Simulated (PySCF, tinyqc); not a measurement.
Inside a calculation. Method: G0W0 on RHF in the sto-3g basis, for LiH, spin multiplicity 1. The lowest restricted solution is unstable here: a spin-polarised one lies 0.0005 hartree lower (PySCF). One step of it, computed by the program tinyqc.

Task: G0W0 on Hartree-Fock: LUMO. W(p,q,m) = sqrt2 sum_ia (pq|ia) (X+Y)_ia,m; Sigma_c(x) = sum_(i,m) W^2/(x - e_i + w_m) + sum_(a,m) W^2/(x - e_a - w_m); solve x = e_p + Sigma_c(x) by Newton steps; Z = 1/(1 - dSigma/dx); 1 hartree = 27.211386 eV.

orbital energies (hartree): MO1 -2.363906, MO2 -0.243184, MO3 0.072067, MO4 0.161344, MO5 0.161344, MO6 0.411170

Two-electron integrals over orbitals (pq|rs), unique and non-zero (hartree):
```
(11|11) 1.659222    (21|11) -0.099062   (21|21) 0.010282    (22|11) 0.319350
(22|21) 0.003042    (22|22) 0.455054    (31|11) -0.141483   (31|21) 0.010595
(31|22) -0.011646   (31|31) 0.022017    (32|11) 0.025924    (32|21) -0.002603
(32|22) -0.058131   (32|31) -0.000162   (32|32) 0.020185    (33|11) 0.391875
(33|21) -0.009025   (33|22) 0.213761    (33|31) 0.001018    (33|32) 0.013769
(33|33) 0.329935    (41|41) 0.009809    (42|41) 0.007268    (42|42) 0.021371
(43|41) 0.010366    (43|42) 0.020145    (43|43) 0.041364    (44|11) 0.396340
(44|21) -0.003648   (44|22) 0.247713    (44|31) -0.005061   (44|32) 0.012538
(44|33) 0.280015    (44|44) 0.312946    (51|51) 0.009809    (52|51) 0.007268
(52|52) 0.021371    (53|51) 0.010366    (53|52) 0.020145    (53|53) 0.041364
(54|54) 0.016869    (55|11) 0.396340    (55|21) -0.003648   (55|22) 0.247713
(55|31) -0.005061   (55|32) 0.012538    (55|33) 0.280015    (55|44) 0.279207
(55|55) 0.312946    (61|11) 0.068712    (61|21) -0.009274   (61|22) -0.007498
(61|31) -0.004425   (61|32) 0.002680    (61|33) 0.011759    (61|44) 0.001534
(61|55) 0.001534    (61|61) 0.010815    (62|11) -0.076993   (62|21) 0.001742
(62|22) 0.109403    (62|31) 0.003900    (62|32) -0.043004   (62|33) -0.018597
(62|44) -0.035170   (62|55) -0.035170   (62|61) 0.000769    (62|62) 0.129990
(63|11) 0.022422    (63|21) -0.002316   (63|22) -0.056814   (63|31) 0.004013
(63|32) 0.016297    (63|33) 0.036539    (63|44) 0.007284    (63|55) 0.007284
(63|61) 0.004428    (63|62) -0.038318   (63|63) 0.030313    (64|41) -0.005923
(64|42) -0.018635   (64|43) -0.012206   (64|64) 0.019373    (65|51) -0.005923
(65|52) -0.018635   (65|53) -0.012206   (65|65) 0.019373    (66|11) 0.353814
(66|21) 0.000952    (66|22) 0.427081    (66|31) -0.010842   (66|32) -0.048659
(66|33) 0.238758    (66|44) 0.259611    (66|55) 0.259611    (66|61) -0.005028
(66|62) 0.102300    (66|63) -0.046284   (66|66) 0.423720
```

excitation energies w (hartree): 0.339813  0.445070  0.445070  0.881869  2.479375  2.544819  2.544819  2.796851

X + Y:
```
             1          2          3          4          5         6          7          8
1>3  -0.000817   0.000000   0.000000  -0.006079   0.990828  0.000000   0.000000  -0.025646
1>4   0.000000  -0.003661  -0.010531   0.000000   0.000000  0.060001   0.994328   0.000000
1>5   0.000000  -0.010531   0.003661   0.000000   0.000000  0.994328  -0.060001   0.000000
1>6  -0.003880   0.000000   0.000000  -0.000779   0.029071  0.000000   0.000000   0.995723
2>3   0.956357   0.000000   0.000000  -0.071046  -0.000034  0.000000   0.000000   0.000436
2>4   0.000000   0.313062   0.900490   0.000000   0.000000  0.000112   0.001863   0.000000
2>5   0.000000   0.900490  -0.313062   0.000000   0.000000  0.001863  -0.000112   0.000000
2>6   0.164890   0.000000   0.000000   0.855291   0.001892  0.000000   0.000000   0.000240
```

Give: The 12 largest terms at x = e_p; Newton steps; quasiparticle energy of the LUMO; Hartree-Fock value.

Result:

The 12 largest terms at x = e_p (hartree; W for the signs of X + Y given):
```
q  m        W       term
2  4  -0.0540     0.0024
6  4  -0.0480    -0.0019
5  2   0.0255    -0.0012
4  3   0.0255    -0.0012
3  4  -0.0239    -0.0006
3  1   0.0142    -0.0006
2  1   0.0173   4.55e-04
6  1   0.0131  -2.52e-04
1  5   0.0307   1.91e-04
4  2   0.0089  -1.47e-04
5  3  -0.0089  -1.47e-04
3  8   0.0165  -9.76e-05
```

Newton steps (hartree):
```
step       x  Sigma_c(x)       Z
0     0.0721     -0.0033  0.9878
1     0.0688     -0.0033  0.9879
2     0.0688     -0.0033  0.9879
```

quasiparticle energy of the LUMO = 1.8726 eV

Hartree-Fock value = 1.9610 eV
